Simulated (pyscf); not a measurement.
# Routes from H₂N–SiH: [singlet]

Candidate steps break at most two bonds and form at most two. Each was searched with GFN2-xTB (tblite) first. Optimised with ωB97X-D3(BJ)/def2-SVP in PySCF. Energies: ωB97M-D3(BJ)/def2-TZVP, kJ/mol, from the reactant's lowest minimum found, singlet surface; ΔG‡ with ideal gas, 1 atm, RRHO with modes under 100 cm⁻¹ raised to 100, one conformer, R ln 2 for chiral ones without a mode under 150 cm⁻¹.

```
products                                      type    ΔE‡     ΔE  ΔG‡ 298 K  ΔG‡ 900 K  ν‡ (cm⁻¹)
---------------------  ---------------------------  -----  -----  ---------  ---------  ---------
HN=Si: [singlet] + H₂                  elimination  248.8  +87.4      230.2      231.0      1751i
H₂N–SiH: [singlet]     concerted two-bond exchange  531.9    0.0      504.5      504.0      2484i
```

Plain bond fissions and candidates not yet searched are not listed, and one of them may be faster. Each barrier is that of the saddle found; lower ones may exist. A restricted solution here is unstable towards spin polarisation, so biradical character is likely and single-reference numbers are less safe.
